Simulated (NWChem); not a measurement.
The numbers come from NWChem runs, not from measurements. System: methylamine (CH₅N), charge 0, spin multiplicity 1, at a geometry optimised with PBE0/def2-SVP. Level: MP2/def2-TZVP, 2 core orbitals frozen.

The NWChem input:

```
start mol
memory heap 200 mb stack 900 mb global 1100 mb
geometry units angstroms nocenter noautoz
  C     -0.087363     0.690401     0.000000
  N      0.196785    -0.727851     0.000000
  H      0.373004     1.164010    -0.881725
  H      0.373004     1.164010     0.881725
  H     -1.160601     0.977078     0.000000
  H     -0.219363    -1.176274    -0.813321
  H     -0.219363    -1.176274     0.813321
  symmetry group Cs
end
basis spherical
  * library def2-tzvp
end
scf
  rhf
  nopen 0
  maxiter 100
  thresh 1e-7
  semidirect memsize 60000000 filesize 0
end
mp2
  freeze core 2
end
task mp2 energy
```

Part of the output:

```
             Northwest Computational Chemistry Package (NWChem) 7.3.0
             --------------------------------------------------------

                                NWChem Input Module
                                -------------------

 Scaling coordinates for geometry "geometry" by  1.889725989
 (inverse scale =  0.529177249)

 Turning off AUTOSYM since
 SYMMETRY directive was detected!

                             Geometry "geometry" -> ""
                             -------------------------

 Output coordinates in angstroms (scale by  1.889725989 to convert to a.u.)

  No.       Tag          Charge          X              Y              Z
 ---- ---------------- ---------- -------------- -------------- --------------
    1 C                    6.0000    -0.08736300     0.69040100     0.00000000
    2 N                    7.0000     0.19678500    -0.72785100     0.00000000
    3 H                    1.0000     0.37300400     1.16401000    -0.88172500
    4 H                    1.0000     0.37300400     1.16401000     0.88172500
    5 H                    1.0000    -1.16060100     0.97707800     0.00000000
    6 H                    1.0000    -0.21936300    -1.17627400    -0.81332100
    7 H                    1.0000    -0.21936300    -1.17627400     0.81332100

 Effective nuclear repulsion energy (a.u.)      42.0591031738

            Nuclear Dipole moment (a.u.)
            ----------------------------
        X                 Y               Z
 ---------------- ---------------- ----------------
    -0.0000037795    -0.0000018897     0.0000000000

      Symmetry information
      --------------------

 Group name             Cs
 Group number              2
 Group order               2
 No. of unique centers     5

      Symmetry unique atoms

     1    2    3    5    6


 Summary of "ao basis" -> "" (spherical)
 ------------------------------------------------------------------------------
       Tag                 Description            Shells   Functions and Types
 ---------------- ------------------------------  ------  ---------------------
 *                         def2-tzvp                  on all atoms

 Summary of "ao basis" -> "ao basis" (spherical)
 ------------------------------------------------------------------------------
       Tag                 Description            Shells   Functions and Types
 ---------------- ------------------------------  ------  ---------------------
 C                         def2-tzvp                11       31   5s3p2d1f
 N                         def2-tzvp                11       31   5s3p2d1f
 H                         def2-tzvp                 4        6   3s1p

                                 NWChem SCF Module
                                 -----------------

  ao basis        = "ao basis"
  functions       =    92
  atoms           =     7
  closed shells   =     9
  open shells     =     0
  charge          =   0.00
  wavefunction    = RHF
  use symmetry    = T
  symmetry adapt  = T

 Summary of "ao basis" -> "ao basis" (spherical)
 ------------------------------------------------------------------------------
       Tag                 Description            Shells   Functions and Types
 ---------------- ------------------------------  ------  ---------------------
 C                         def2-tzvp                11       31   5s3p2d1f
 N                         def2-tzvp                11       31   5s3p2d1f
 H                         def2-tzvp                 4        6   3s1p
[...]
     4     -0.476880  1 C  s                 44     -0.434882  2 N  py

 Vector   11  Occ=0.000000D+00  E= 1.773808D-01  Symmetry=a'
              MO Center= -1.8D-01,  8.6D-01, -4.1D-16, r^2= 7.1D+00
   Bfn.  Coefficient  Atom+Function         Bfn.  Coefficient  Atom+Function
  ----- ------------  ---------------      ----- ------------  ---------------
     5      5.488312  1 C  s                 36     -2.627326  2 N  s
    65     -2.050349  3 H  s                 71     -2.050349  4 H  s
    77     -1.793768  5 H  s                 83      0.702542  6 H  s
    89      0.702542  7 H  s                 44     -0.475263  2 N  py
    43      0.337893  2 N  px                10     -0.293100  1 C  py

 Vector   12  Occ=0.000000D+00  E= 1.984598D-01  Symmetry=a"
              MO Center= -2.5D-01, -8.4D-01, -4.3D-14, r^2= 6.4D+00
   Bfn.  Coefficient  Atom+Function         Bfn.  Coefficient  Atom+Function
  ----- ------------  ---------------      ----- ------------  ---------------
    83      1.877215  6 H  s                 89     -1.877215  7 H  s
    45      1.001161  2 N  pz                65      0.941183  3 H  s
    71     -0.941183  4 H  s                 14      0.360000  1 C  pz
    64     -0.305159  3 H  s                 70      0.305159  4 H  s
    82     -0.216906  6 H  s                 88      0.216906  7 H  s

 center of mass
 --------------
 x =   0.05157673 y =  -0.05766987 z =   0.00000000

 moments of inertia (a.u.)
 ------------------
          80.319544730056           8.753419861417           0.000000000000
           8.753419861417          18.734060774940           0.000000000000
           0.000000000000           0.000000000000          78.338723456378

  Mulliken analysis of the total density
  --------------------------------------

    Atom       Charge   Shell Charges
 -----------   ------   -------------------------------------------------------
    1 C    6     6.17   0.85  1.12  0.48  0.64  0.10  1.22  1.32  0.31  0.03  0.08  0.01
    2 N    7     7.56   0.82  1.16  0.52  0.85  0.20  1.49  1.74  0.74  0.01  0.04  0.00
    3 H    1     0.90   0.27  0.50  0.11  0.02
    4 H    1     0.90   0.27  0.50  0.11  0.02
    5 H    1     0.92   0.27  0.50  0.13  0.02
    6 H    1     0.78   0.26  0.42  0.06  0.04
    7 H    1     0.78   0.26  0.42  0.06  0.04

       Multipole analysis of the density wrt the origin
       ------------------------------------------------

     L   x y z        total         open         nuclear
     -   - - -        -----         ----         -------
     0   0 0 0     -0.000000      0.000000     18.000000

     1   1 0 0     -0.556972      0.000000     -0.000004
     1   0 1 0      0.018170      0.000000     -0.000002
     1   0 0 1      0.000000      0.000000      0.000000

     2   2 0 0    -11.794596      0.000000      7.279125
     2   1 1 0      1.429293      0.000000     -3.978448
     2   1 0 1      0.000000      0.000000      0.000000
     2   0 2 0    -10.035342      0.000000     46.424021
     2   0 1 1     -0.000000      0.000000      0.000000
     2   0 0 2     -9.379914      0.000000     10.277023

                   NWChem MP2 Semi-direct Energy/Gradient Module
                   ---------------------------------------------

  Basis functions       =     92
  Molecular orbitals    =     92
  Frozen core           =      2
  Frozen virtuals       =      0
  Active alpha occupied =      7
  Active beta occupied  =      7
  Active alpha virtual  =     83
  Active beta virtual   =     83
  Use MO symmetry       = T
  Use skeleton AO sym   = T

  AO/Fock/Back tols     =   1.0D-09  1.0D-09  1.0D-09

 GA uses MA = F    GA memory limited = T

 Available:
  local mem=  1.26D+08
 global mem=  1.44D+08
 local disk=  0.00D+00
  mp2_memr nvloc                    83
  nvloc new                    83
   1 passes of   7:        5242880                      46304                   8461362.
   1 passes of   7: M    126152449           G      144162272           F     120909569.

 Semi-direct pass number   1 of   1  for RHF alpha+beta  at        1.3s
  vrange nnbf                  4276
  mp2_eaftype                    32  avail_ma_in_mb                  1099
 EAF : mp2_eaftype filesize          32    4230681.
  mp2_eaf for mointskh                     32
Node 0 wrote     19.9 Mb in      0.0 s     Agg I/O rate:  3046.9 Mb/s
 Done moints_semi at        2.7s
  mp2_eaftype                    32  avail_ma_in_mb                  1067
 EAF : mp2_eaftype filesize          32    4230681.
  mp2_eaf for kh                    32
 Done maket at        2.8s
 Done multipass loop at        2.8s

          -------------------------------------------
          SCF energy                 -95.253324175124
          Correlation energy          -0.389614099838
          Singlet pairs               -0.259139604975
          Triplet pairs               -0.130474494864
          Total MP2 energy           -95.642938274962
          -------------------------------------------

          ---------------------------------------------------
                    Spin Component Scaled (SCS) MP2
          Same spin pairs                     -0.086982996576
          Same spin scaling factor             0.333333333333
          Opposite spin pairs                 -0.302631103262
          Opposite spin scaling fact.          1.200000000000
          SCS-MP2 correlation energy          -0.392151656107
          Total SCS-MP2 energy               -95.645475831230
          ---------------------------------------------------

 -----------------------
 Performance information
 -----------------------

 Timer overhead =  1.65D-07 seconds/call

               Nr. of calls         CPU time (s)                 Wall time (s)                GFlops
             ---------------    -------------------     ------------------------------   -------------------
Name         Min   Avg   Max    Min     Avg     Max     Min     Avg     Max   Mx/calls   Min     Max     Sum
mp2: moin     1     1     1    1.4     1.4     1.4      1.4     1.4     1.4     1.4      0.0     0.0     0.0
mp2: make     1     1     1   8.20E-2 8.20E-2 8.20E-2  8.20E-2 8.20E-2 8.20E-2 8.20E-2   0.0     0.0     0.0
mp2: tota     1     1     1    1.5     1.5     1.5      1.5     1.5     1.5     1.5      0.0     0.0     0.0

 The average no. of pstat calls per process was 3.00D+00
 with a timing overhead of 4.95D-07s

 Task  times  cpu:        2.7s     wall:        2.7s

 Total times  cpu:        2.8s     wall:        2.8s
```
